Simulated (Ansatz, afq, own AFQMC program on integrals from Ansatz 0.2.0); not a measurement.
# SiH3Cl, singlet: AFQMC among the cluster methods

```xyz
5

Cl   -1.6267    0.0265    0.0000
H    -0.0127    0.0265    0.0000
Si    1.8753    0.0265    0.0000
H     2.4875   -0.8478    1.0900
H     2.4875   -0.8478   -1.0900
```

Connectivity, by distances: Cl ··· SiH2, 1 bridging H.

Basis cc-pVTZ. Only valence electrons are correlated. AFQMC by an in-house program on the Cholesky factors that Ansatz 0.2.0 writes for its CCSD(T) run. ph-AFQMC/CISD is guided by a CISD state made of CCSD amplitudes; releasing the constraint for a short imaginary time cuts its bias at the price of noise, slowly where states lie close. Uncertainties: one standard error, sampling alone.

Determinant: RHF, the one that the program's search chose, which needn't be the lowest solution. The geometry is a point of a scan.

No full CI on the walks' own integrals is used here; CCSDT(Q) serves as the reference and is uncertain by about the last step of the cluster series.

Cautions: higher spins were not checked; restricted determinant unstable towards unrestricted (UHF 359 meV lower, ⟨S²⟩ 0.69).

The T1 diagnostic is 0.0147. The weight of the determinant in the CISD state is 0.824 and the size of the correlated space is 14 electrons in 100 orbitals.

Reference: CCSDT(Q), correlation energy -10.655 eV. The released energy is read at 1.62 1/Eh, later times being too noisy (meV from the phaseless value at times in 1/Eh: -20 ± 6 at 0.24, -21 ± 5 at 0.51, -23 ± 5 at 0.99, -21 ± 7 at 1.62, -15 ± 11 at 2.40).

```json
{"level": "HF", "E − E(reference) (kJ/mol)": "1028.0", "share of correlation (%)": "0.00"}
{"level": "MP2", "E − E(reference) (kJ/mol)": "161.2", "share of correlation (%)": "84.32"}
{"level": "CCSD", "E − E(reference) (kJ/mol)": "48.6", "share of correlation (%)": "95.27"}
{"level": "CCSD(T)", "E − E(reference) (kJ/mol)": "7.1", "share of correlation (%)": "99.31"}
{"level": "CCSDT", "E − E(reference) (kJ/mol)": "2.7", "share of correlation (%)": "99.74"}
{"level": "ph-AFQMC/CISD", "E − E(reference) (kJ/mol)": "1.9 ± 0.5", "share of correlation (%)": "99.82"}
{"level": "released AFQMC", "E − E(reference) (kJ/mol)": "-0.1 ± 0.7", "share of correlation (%)": "100.01"}
```

A walk keeps the symmetry of its determinant, which the program's search chose and which needn't be the lowest solution, so a lower state of the same spin and another symmetry isn't excluded. Released energies are given only where the last usable release times agree within the noise; a slower fall can still hide under it.
